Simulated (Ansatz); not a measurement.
# Redistribution: CH4O + SiH3(CN) → SiH3(CH3) + HOCN

Species: CH4O (methanol) `CO`, singlet; SiH3(CN) (silyl cyanide), singlet; SiH3(CH3) (methylsilane), singlet; HOCN (cyanic acid) `N#CO`, singlet. The partners trade OH for SiH3; both sit on C, so the bond types are kept.

Shapes, held fixed at every level: PBE0-D4/def2-TZVP. Programs: Ansatz 0.2.0. The zero-point and thermal change to 298 K, harmonic and unscaled (PBE0-D4/def2-TZVP), is -4.5 kJ/mol.

**Question.** Estimate ΔH(298 K) of this reaction.

**Answer.** The highest level, CCSD(T)/CBS estimate, gives ΔH(298 K) = +28.3 kJ/mol; the levels span -8.5 to +28.3. They disagree on the sign: 6 of 7 are positive. The column of differences is taken from that level and isn't an error. No measured value is set beside it here. The CBS estimate extrapolates MP2 from def2-TZVPP and def2-QZVPP and adds CCSD(T) − MP2 in the triple-zeta set, cores frozen. Times are processor times on shared x86 and Arm servers, and rough.

```json
{"level": "HF/def2-SVP", "kind": "Hartree–Fock", "ΔH(298 K) (kJ/mol)": "+26.7", "less CCSD(T)/CBS estimate": "-1.6", "CPU time (sum over the molecules)": "–"}
{"level": "SPW92/def2-TZVPP", "kind": "LDA", "ΔH(298 K) (kJ/mol)": "-8.5", "less CCSD(T)/CBS estimate": "-36.8", "CPU time (sum over the molecules)": "7.3 s"}
{"level": "PBE-D4/def2-TZVPP", "kind": "GGA", "ΔH(298 K) (kJ/mol)": "+4.4", "less CCSD(T)/CBS estimate": "-23.9", "CPU time (sum over the molecules)": "12 s"}
{"level": "r2SCAN-D4/def2-TZVPP", "kind": "meta-GGA", "ΔH(298 K) (kJ/mol)": "+8.7", "less CCSD(T)/CBS estimate": "-19.6", "CPU time (sum over the molecules)": "28 s"}
{"level": "wB97X-V/def2-TZVPP", "kind": "range-separated hybrid", "ΔH(298 K) (kJ/mol)": "+18.9", "less CCSD(T)/CBS estimate": "-9.4", "CPU time (sum over the molecules)": "37 s"}
{"level": "B2PLYP/def2-TZVPP", "kind": "double hybrid", "ΔH(298 K) (kJ/mol)": "+22.8", "less CCSD(T)/CBS estimate": "-5.5", "CPU time (sum over the molecules)": "18 s"}
{"level": "CCSD(T)/CBS estimate", "kind": "coupled cluster or CI", "ΔH(298 K) (kJ/mol)": "+28.3", "less CCSD(T)/CBS estimate": "0.0", "CPU time (sum over the molecules)": "8.6 min"}
```
